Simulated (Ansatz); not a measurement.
A run of Ansatz (development build ahead of 0.2.0) on doublet H₃O₂ at this shape:

```yaml
atoms:
  - { symbol: O, position_ang: [-0.0499, -0.1475, -0.1013] }
  - { symbol: H, position_ang: [0.6916, -0.1063, -0.7107] }
  - { symbol: O, position_ang: [3.0487, 0.2005, 0.1245] }
  - { symbol: H, position_ang: [3.1043, -0.5165, -0.5058] }
  - { symbol: H, position_ang: [2.5867, -0.2181, 0.8491] }
```

Its results:

```yaml
Converged: yes
Total_energy: -151.29018 hartree
Spin_squared_of_the_determinant: 0.755
Stability_test: minimum
```

Forces (eV/Å):
```tsv
atom	Fx	Fy	Fz
O1	0.214	-0.081	-0.174
H2	-0.199	0.158	0.212
O3	-0.541	-1.089	-0.101
H4	0.268	0.534	0.246
H5	0.258	0.478	-0.184
```

(1) Which input gives this output? Name the method, the orbitals and the basis set, and write the input.

## Answers

(1) UHF in def2-SVP.

```yaml
crystal:
  periodic: [false, false, false]
  atoms:
    - { symbol: O, position_ang: [-0.04994, -0.14751, -0.10134] }
    - { symbol: H, position_ang: [0.69164, -0.10634, -0.71071] }
    - { symbol: O, position_ang: [3.04869, 0.2005, 0.12448] }
    - { symbol: H, position_ang: [3.10427, -0.51652, -0.50579] }
    - { symbol: H, position_ang: [2.58668, -0.21812, 0.84911] }
basis:
  gaussian: { orbitals: def2-SVP }
magnetization:
  spin_polarized: true
  initial_magnetization: 1
hamiltonian:
  xc: hf
output:
  forces: true
```
